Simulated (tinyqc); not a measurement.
Inside a calculation. Method: G0W0 on RHF in the sto-3g basis, for BH2+, spin multiplicity 1. One step of it, computed by the program tinyqc.

Task: G0W0 on Hartree-Fock: LUMO. W(p,q,m) = sqrt2 sum_ia (pq|ia) (X+Y)_ia,m; Sigma_c(x) = sum_(i,m) W^2/(x - e_i + w_m) + sum_(a,m) W^2/(x - e_a - w_m); solve x = e_p + Sigma_c(x) by Newton steps; Z = 1/(1 - dSigma/dx); 1 hartree = 27.211386 eV.

orbital energies (hartree): MO1 -7.960415, MO2 -1.017778, MO3 -0.900015, MO4 -0.222660, MO5 -0.186428, MO6 0.240128, MO7 0.483219

Two-electron integrals over orbitals (pq|rs), unique and non-zero (hartree):
```
(11|11) 2.890902    (21|11) -0.261092   (21|21) 0.037309    (22|11) 0.629024
(22|21) -0.008971   (22|22) 0.478234    (31|31) 0.009473    (32|31) 0.016712
(32|32) 0.151665    (33|11) 0.582088    (33|21) -0.004103   (33|22) 0.479071
(33|33) 0.503094    (41|11) 0.106736    (41|21) -0.013250   (41|22) 0.010822
(41|33) 0.005280    (41|41) 0.024273    (42|11) -0.048499   (42|21) 0.005180
(42|22) 0.020959    (42|33) 0.014416    (42|41) 0.017349    (42|42) 0.071118
(43|31) -0.001604   (43|32) 0.016404    (43|43) 0.026106    (44|11) 0.724221
(44|21) -0.011671   (44|22) 0.459235    (44|33) 0.445742    (44|41) -0.010963
(44|42) -0.060347   (44|44) 0.592860    (51|51) 0.021694    (52|51) 0.022127
(52|52) 0.075596    (53|53) 0.020686    (54|51) -0.008984   (54|52) -0.023961
(54|54) 0.038378    (55|11) 0.742005    (55|21) -0.009946   (55|22) 0.477526
(55|33) 0.453007    (55|41) 0.003653    (55|42) -0.024117   (55|44) 0.516676
(55|55) 0.586773    (61|11) -0.216763   (61|21) 0.032585    (61|22) -0.004455
(61|33) -0.002446   (61|41) -0.003842   (61|42) 0.011172    (61|44) -0.013336
(61|55) -0.005788   (61|61) 0.031667    (62|11) 0.188930    (62|21) -0.007704
(62|22) 0.035376    (62|33) 0.000985    (62|41) 0.010709    (62|42) 0.000333
(62|44) 0.069179    (62|55) 0.093222    (62|61) -0.002348   (62|62) 0.086086
(63|31) -0.000328   (63|32) -0.076511   (63|43) -0.017795   (63|63) 0.080094
(64|11) 0.059896    (64|21) 0.000764    (64|22) 0.022223    (64|33) 0.004676
(64|41) 0.011287    (64|42) 0.025291    (64|44) 0.016849    (64|55) 0.025463
(64|61) 0.005595    (64|62) 0.041293    (64|64) 0.033873    (65|51) 0.018768
(65|52) 0.056100    (65|54) -0.011377   (65|65) 0.048780    (66|11) 0.605075
(66|21) -0.007660   (66|22) 0.480831    (66|33) 0.482549    (66|41) 0.019471
(66|42) 0.052994    (66|44) 0.425158    (66|55) 0.454325    (66|61) 0.000532
(66|62) 0.013959    (66|64) 0.025373    (66|66) 0.526099    (71|31) 0.015260
(71|32) 0.023152    (71|43) -0.003207   (71|63) 0.000318    (71|71) 0.024821
(72|31) 0.007393    (72|32) -0.019736   (72|43) -0.024159   (72|63) 0.051971
(72|71) 0.011495    (72|72) 0.052951    (73|11) 0.221021    (73|21) -0.006894
(73|22) 0.038795    (73|33) 0.026609    (73|41) -0.001453   (73|42) -0.040867
(73|44) 0.103525    (73|55) 0.102067    (73|61) -0.006567   (73|62) 0.071791
(73|64) 0.021220    (73|66) -0.007151   (73|73) 0.103076    (74|31) -0.007653
(74|32) -0.057422   (74|43) 0.011298    (74|63) 0.031958    (74|71) -0.011587
(74|72) 0.001895    (74|74) 0.042745    (75|53) 0.016899    (75|75) 0.018501
(76|31) 0.011777    (76|32) 0.127975    (76|43) 0.025728    (76|63) -0.088784
(76|71) 0.016357    (76|72) -0.044892   (76|74) -0.047775   (76|76) 0.135859
(77|11) 0.686419    (77|21) -0.010691   (77|22) 0.482959    (77|33) 0.506163
(77|41) 0.002727    (77|42) -0.001447   (77|44) 0.478568    (77|55) 0.474756
(77|61) -0.009098   (77|62) 0.003422    (77|64) -0.001451   (77|66) 0.496369
(77|73) 0.036334    (77|77) 0.541354
```

excitation energies w (hartree): [0.722962, 0.753824, 0.915637, 0.970407, 1.261305, 1.345830, 1.628402, 1.645220, 7.786077, 7.817309, 8.263773, 8.493154]

X + Y:
```
            1         2          3          4          5          6          7          8
1>4  0.000000  0.000000  -0.007978   0.000000   0.000000  -0.005749   0.000000  -0.001246
1>5  0.000000  0.000000   0.000000  -0.010585   0.000000   0.000000   0.000000   0.000000
1>6  0.000000  0.000000  -0.004653   0.000000   0.000000  -0.000944   0.000000   0.003436
1>7  0.001129  0.000000   0.000000   0.000000   0.001448   0.000000  -0.005247   0.000000
2>4  0.000000  0.000000   0.925380   0.000000   0.000000   0.065907   0.000000  -0.056102
2>5  0.000000  0.000000   0.000000   0.925576   0.000000   0.000000   0.000000   0.000000
2>6  0.000000  0.000000  -0.043185   0.000000   0.000000   0.848051   0.000000   0.418599
2>7  0.059816  0.000000   0.000000   0.000000  -0.294851   0.000000   0.923487   0.000000
3>4  0.966139  0.000000   0.000000   0.000000  -0.023387   0.000000  -0.033566   0.000000
3>5  0.000000  0.972945   0.000000   0.000000   0.000000   0.000000   0.000000   0.000000
3>6  0.056216  0.000000   0.000000   0.000000   0.914867   0.000000   0.224633   0.000000
3>7  0.000000  0.000000   0.137464   0.000000   0.000000  -0.478941   0.000000   0.801623

             9        10         11         12
1>4   0.996759  0.000000  -0.015420   0.000000
1>5   0.000000  0.997218   0.000000   0.000000
1>6   0.016350  0.000000   0.996038   0.000000
1>7   0.000000  0.000000   0.000000   0.997078
2>4   0.000930  0.000000   0.000513   0.000000
2>5   0.000000  0.001220   0.000000   0.000000
2>6   0.000912  0.000000  -0.000193   0.000000
2>7   0.000000  0.000000   0.000000   0.000990
3>4   0.000000  0.000000   0.000000  -0.000122
3>5   0.000000  0.000000   0.000000   0.000000
3>6   0.000000  0.000000   0.000000   0.000024
3>7  -0.000145  0.000000  -0.000551   0.000000
```

Give: The 12 largest terms at x = e_p; Newton steps; quasiparticle energy of the LUMO; Hartree-Fock value.

Result:

The 12 largest terms at x = e_p (hartree; W for the signs of X + Y given):
```
q  m        W     term
4  8   0.1631  -0.0162
4  3  -0.0629  -0.0043
2  3   0.0848   0.0042
2  8  -0.0518   0.0011
6  8   0.0465  -0.0010
5  4  -0.0312  -0.0010
6  3   0.0345  -0.0009
7  5   0.0402  -0.0008
6  6   0.0374  -0.0008
3  1   0.0322   0.0007
3  7  -0.0384   0.0006
2  6   0.0346   0.0006
```

Newton steps (hartree):
```
step        x  Sigma_c(x)       Z
0     -0.2227     -0.0178  0.9787
1     -0.2401     -0.0174  0.9791
2     -0.2401     -0.0174  0.9791
```

quasiparticle energy of the LUMO = -6.5337 eV

Hartree-Fock value = -6.0589 eV
